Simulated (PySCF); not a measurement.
Compound: C5H3Cl.
SMILES: `ClCC#CC#C`

Level of theory: PBE0-D3(BJ)/def2-SVP geometry optimisation, gas phase (PySCF 2.14.0).

Take the most abundant isotopes and a rigid rotor. 

Q: Give the principal moments of inertia and the rotational constants in GHz.

A: Ia = 32.10, Ib = 522.74, Ic = 551.63 u·Å²; 505379 MHz·u·Å²/I gives 15745, 966.8 and 916.2 MHz, that is A = 15.745, B = 0.9668, C = 0.9162 GHz.

Q: What kind of rotor is it?

A: A near-prolate asymmetric top; Ray's κ = -0.993.

Q: Is it planar, by Δ = Ic − Ia − Ib?

A: Not planar: Δ = Ic − Ia − Ib = -3.21 u·Å². For a rigid frame Δ = −2 Σ m c², so Σ m c² = 1.60 u·Å² lies off the ab plane, practically all of it from hydrogen. The atom farthest from that plane is 0.89 Å away.

Q: Give the other two planar moments, Paa and Pbb, and the rms extents of the mass along the axes.

A: Paa = Σ m a² = (Ib + Ic − Ia)/2 = 521.14 and Pbb = Σ m b² = (Ia + Ic − Ib)/2 = 30.50 u·Å². With the mass M = 97.99 u, the rms extents √(P/M) along a, b and c are 2.31, 0.56, 0.13 Å.

Q: Give the coordinates in the principal-axis frame, origin at the centre of mass.

A: The sense of each axis is arbitrary; atoms in the order of the calculation.
```
atom  mass (u)   a (Å)   b (Å)   c (Å)
  C1    12.000   3.824  -0.418   0.002
  C2    12.000   2.648  -0.105  -0.001
  C3    12.000   1.323   0.244  -0.003
  C4    12.000   0.145   0.554  -0.001
  C5    12.000  -1.249   0.935   0.002
 Cl6    34.969  -2.351  -0.483   0.000
  H7     1.008   4.861  -0.699   0.004
  H8     1.008  -1.491   1.533  -0.889
  H9     1.008  -1.489   1.530   0.895
```

Q: Which lines would a microwave search look for?

A: The dipole components are |μa| = 0.75 D, |μb| = 1.39 D, |μc| = 0.00 D; the mirror of this Cs structure is the ab plane, so μc vanishes by symmetry (the 0.01 D computed is a residue) and there are no c-type lines. Intensities carry the squares of the components, which stand as 0.29 : 1.00 (a : b). Some lines, for components of 0.1 D or more:

```json
{"type": "a", "branch": "Q", "J(Ka,Kc)": "4(1,3) ← 4(1,4)", "MHz": "506", "lower level (cm⁻¹)": "1.113"}
{"type": "a", "branch": "R", "J(Ka,Kc)": "1(0,1) ← 0(0,0)", "MHz": "1883", "lower level (cm⁻¹)": "0.000"}
{"type": "a", "branch": "R", "J(Ka,Kc)": "2(0,2) ← 1(0,1)", "MHz": "3766", "lower level (cm⁻¹)": "0.063"}
{"type": "a", "branch": "R", "J(Ka,Kc)": "2(1,1) ← 1(1,0)", "MHz": "3817", "lower level (cm⁻¹)": "0.557"}
{"type": "a", "branch": "R", "J(Ka,Kc)": "3(1,3) ← 2(1,2)", "MHz": "5573", "lower level (cm⁻¹)": "0.680"}
{"type": "a", "branch": "R", "J(Ka,Kc)": "3(2,2) ← 2(2,1)", "MHz": "5649", "lower level (cm⁻¹)": "2.164"}
{"type": "a", "branch": "R", "J(Ka,Kc)": "4(1,4) ← 3(1,3)", "MHz": "7430", "lower level (cm⁻¹)": "0.866"}
{"type": "a", "branch": "R", "J(Ka,Kc)": "4(0,4) ← 3(0,3)", "MHz": "7530", "lower level (cm⁻¹)": "0.377"}
{"type": "a", "branch": "R", "J(Ka,Kc)": "4(2,3) ← 3(2,2)", "MHz": "7532", "lower level (cm⁻¹)": "2.352"}
{"type": "a", "branch": "R", "J(Ka,Kc)": "4(3,1) ← 3(3,0)", "MHz": "7532", "lower level (cm⁻¹)": "4.821"}
{"type": "b", "branch": "Q", "J(Ka,Kc)": "1(1,0) ← 1(0,1)", "MHz": "14829", "lower level (cm⁻¹)": "0.063"}
{"type": "b", "branch": "Q", "J(Ka,Kc)": "2(1,1) ← 2(0,2)", "MHz": "14879", "lower level (cm⁻¹)": "0.188"}
{"type": "b", "branch": "Q", "J(Ka,Kc)": "4(1,3) ← 4(0,4)", "MHz": "15058", "lower level (cm⁻¹)": "0.628"}
{"type": "b", "branch": "R", "J(Ka,Kc)": "1(1,1) ← 0(0,0)", "MHz": "16661", "lower level (cm⁻¹)": "0.000"}
{"type": "b", "branch": "Q", "J(Ka,Kc)": "3(2,1) ← 3(1,2)", "MHz": "44259", "lower level (cm⁻¹)": "0.876"}
{"type": "b", "branch": "Q", "J(Ka,Kc)": "2(2,1) ← 2(1,2)", "MHz": "44486", "lower level (cm⁻¹)": "0.680"}
{"type": "b", "branch": "Q", "J(Ka,Kc)": "4(2,3) ← 4(1,4)", "MHz": "44663", "lower level (cm⁻¹)": "1.113"}
{"type": "b", "branch": "R", "J(Ka,Kc)": "2(2,1) ← 1(1,0)", "MHz": "48151", "lower level (cm⁻¹)": "0.557"}
{"type": "b", "branch": "R", "J(Ka,Kc)": "2(2,0) ← 1(1,1)", "MHz": "48201", "lower level (cm⁻¹)": "0.556"}
{"type": "b", "branch": "R", "J(Ka,Kc)": "3(2,2) ← 2(1,1)", "MHz": "49983", "lower level (cm⁻¹)": "0.685"}
{"type": "b", "branch": "R", "J(Ka,Kc)": "4(2,3) ← 3(1,2)", "MHz": "51790", "lower level (cm⁻¹)": "0.876"}
{"type": "b", "branch": "Q", "J(Ka,Kc)": "4(3,1) ← 4(2,2)", "MHz": "74015", "lower level (cm⁻¹)": "2.603"}
{"type": "b", "branch": "Q", "J(Ka,Kc)": "3(3,1) ← 3(2,2)", "MHz": "74017", "lower level (cm⁻¹)": "2.352"}
{"type": "b", "branch": "Q", "J(Ka,Kc)": "4(3,2) ← 4(2,3)", "MHz": "74017", "lower level (cm⁻¹)": "2.603"}
{"type": "b", "branch": "R", "J(Ka,Kc)": "3(3,1) ← 2(2,0)", "MHz": "79665", "lower level (cm⁻¹)": "2.164"}
{"type": "b", "branch": "R", "J(Ka,Kc)": "4(3,2) ← 3(2,1)", "MHz": "81548", "lower level (cm⁻¹)": "2.352"}
{"type": "b", "branch": "R", "J(Ka,Kc)": "4(4,1) ← 3(3,0)", "MHz": "111155", "lower level (cm⁻¹)": "4.821"}
{"type": "b", "branch": "R", "J(Ka,Kc)": "4(4,0) ← 3(3,1)", "MHz": "111155", "lower level (cm⁻¹)": "4.821"}
```

Q: Estimate the classical rotational partition function at 25 K, 298.15 K and 500 K.

A: Point group Cs, symmetry number σ = 1; q = (√π/σ)·√((kT/h)³/(ABC)), k/h = 20836.6 MHz/K: 5640 at 25 K, 232000 at 298.15 K, 505000 at 500 K.

Stationary, but not proved a minimum. Zero-point vibration and centrifugal distortion are left out. Quadrupole hyperfine structure (35Cl) is left out.

The run took 20 s on Arm Neoverse V1, one thread, shared host, and the process peaked at 0.42 GiB of memory. These figures are those of the optimisation.
